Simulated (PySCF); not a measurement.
C₄H₆, SMILES C=CC=C. Atoms are numbered in the order given.

```xyz
10

C     -0.1091     1.8510     0.0000
C      0.4009     0.6058     0.0000
C     -0.4009    -0.6058     0.0000
C      0.1091    -1.8510     0.0000
H     -1.1918     2.0188     0.0000
H      0.5344     2.7347     0.0000
H      1.4909     0.4692     0.0000
H     -1.4909    -0.4692     0.0000
H     -0.5344    -2.7347     0.0000
H      1.1918    -2.0188     0.0000
```
Charge 0, spin multiplicity 1.

Coordinates come from a r2SCAN-D4/def2-SVP optimisation. Other conformers were not sampled.

Calculation: TDDFT-PBE/def2-SVPD (PySCF 2.14.0).

Vertical excitations.  State labels are in the subgroup C2h.

| state | symmetry | energy (eV) | λ (nm) | f | main pairs |
|---|---|---|---|---|---|
| S1 | Bu | 5.60 | 221 | 0.612 | HOMO→LUMO 98 % |
| S2 | Ag | 6.29 | 197 | 0.000 | HOMO→LUMO+1 56 %, HOMO−1→LUMO 44 % |
| S3 | Bg | 6.39 | 194 | 0.000 | HOMO→LUMO+2 100 % |
| S4 | Au | 6.52 | 190 | 0.000 | HOMO−2→LUMO 66 %, HOMO→LUMO+3 33 % |
| S5 | Au | 6.56 | 189 | 0.003 | HOMO→LUMO+3 67 %, HOMO−2→LUMO 33 % |
| S6 | Au | 6.73 | 184 | 0.033 | HOMO→LUMO+4 99 % |
| S7 | Bg | 7.53 | 165 | 0.000 | HOMO−3→LUMO 98 % |
| S8 | Au | 7.72 | 161 | 0.002 | HOMO−4→LUMO 99 % |
| S9 | Bg | 7.74 | 160 | 0.000 | HOMO→LUMO+5 99 % |
| S10 | Ag | 7.96 | 156 | 0.000 | HOMO−1→LUMO 52 %, HOMO→LUMO+1 40 % |
| T1 | Bu | 3.12 | 397 | 0 | HOMO→LUMO 99 % |
| T2 | Ag | 5.19 | 239 | 0 | HOMO−1→LUMO 62 %, HOMO→LUMO+1 37 % |
| T3 | Ag | 6.15 | 202 | 0 | HOMO→LUMO+1 63 %, HOMO−1→LUMO 37 % |
| T4 | Au | 6.19 | 200 | 0 | HOMO−2→LUMO 98 % |
Triplets are in the Tamm–Dancoff approximation, which puts them higher than full response would, so one can lie above its singlet here.
